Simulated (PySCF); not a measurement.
N2, SMILES N#N.

Geometry: B3LYP-D3(BJ)/def2-TZVPD.

Level of theory: PBE0/def2-TZVPD run with PySCF.

```yaml
total_energy: -109.44680 hartree
point_group: D∞h
highest_occupied_level: -12.20 eV
lowest_empty_level: -0.48 eV
orbital_gap: 11.73 eV
dipole_moment: 0.00 D
quadrupole, principal values (traceless, Buckingham form, about the centre of nuclear charge): -1.47, 0.73, 0.73 D·Å
mean_static_polarisability: 11.6 bohr³ (1.72 Å³)
polarisability_principal_values: 10.0, 10.0, 14.8 bohr³
```
